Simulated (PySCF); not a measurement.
H₃SO (doublet). Level of theory: UPBE0/[S def2-TZVP, O def2-TZVP, H def2-TZVP], no relativity, density fitting, PySCF.

Harmonic bands of its minimum:

```tsv
ω (cm⁻¹)	IR (km/mol)
586	2.9
732	40.8
1007	155
1045	10.5
1221	45.6
1233	9.1
1372	117
2539	24.3
2545	26.3
```

**Question.** The central atom is S. Infer the point group and assign the bands.

**Answer.** Cs. The modes span 3a'' + 6a': 586 a'', 732 a', 1007 a', 1045 a', 1221 a', 1233 a'', 1372 a', 2539 a', 2545 a''. The computed geometry has S–H 1.360 Å (×2), S–H 1.550 Å, S–O 1.499 Å; H–S–H 83.5° (×2), H–S–H 94.4°, H–S–O 106.7° (×2), H–S–O 164.6°.

Other isomers or separated fragments may lie lower.
